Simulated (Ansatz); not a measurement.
Species: CH4O, SMILES `OC` (charge 0, multiplicity 1), formula CH4O.

How many basis functions does frozen-core CCSD(T)/cc-pVTZ // PBE0-D3(BJ)/def2-TZVP (Ansatz, a quantum-chemistry and plane-wave program) use, how many core orbitals are frozen, and how many electrons are correlated?

116 basis functions and 2 frozen orbitals, which leaves 14 correlated electrons. Core time is of the order of seconds.
